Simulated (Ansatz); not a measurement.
Geometry optimisation, Ansatz 0.2.0, RKS LDA/cc-pVDZ.

The input (input.yaml):

```yaml
crystal:
  periodic: [false, false, false]
  atoms:
    - { symbol: C, position_ang: [-0.86148, 0.83283, -0.91797] }
    - { symbol: S, position_ang: [0.11305, -0.44935, -0.99739] }
    - { symbol: C, position_ang: [0.07888, -0.9403, -2.72622] }
    - { symbol: H, position_ang: [-1.35131, 1.17112, -1.82077] }
    - { symbol: H, position_ang: [-1.06495, 1.38458, -0.01124] }
    - { symbol: H, position_ang: [-0.7695, -0.51184, -3.25079] }
    - { symbol: H, position_ang: [0.03882, -2.02732, -2.7675] }
    - { symbol: H, position_ang: [1.00993, -0.62118, -3.19535] }
total_charge: 1
basis:
  gaussian: { orbitals: cc-pVDZ }
hamiltonian:
  xc: lda
relax:
  f_tol: 0.015
  max_steps: 40
output:
  orbitals: {}
```

Launched with:

```bash
$ ansatz run input.yaml --threads 1 --pin off --max-ram 2048MiB --backend cpu --events-out ev --progress --plain --runs-dir out
```

Question: Where does it end, and by what steps?

Answer: It converged. Limits of this set-up: the dipole of an ion depends on the origin. After 6 steps the energy has fallen by 0.104 eV; H4 moved furthest, 0.22 Å.

```tsv
step	energy less start (eV)	largest force component (eV/Å)	accepted
0	0.0000	1.062	yes
1	-0.0782	0.321	yes
2	-0.0932	0.284	yes
3	-0.0945	0.392	yes
4	-0.1013	0.271	yes
5	-0.1035	0.058	yes
6	-0.1038	0.009	yes
```

```xyz
8
Properties=species:S:1:pos:R:3
C -0.912 0.838 -0.935
S 0.197 -0.334 -1.066
C 0.112 -0.933 -2.749
H -1.565 1.151 -1.776
H -1.002 1.332 0.055
H -0.675 -0.411 -3.329
H -0.082 -2.027 -2.690
H 1.120 -0.778 -3.197
```

The run took 8.3 s on 1 thread of Arm Neoverse V2, on a shared host, peak memory 0.11 GiB.
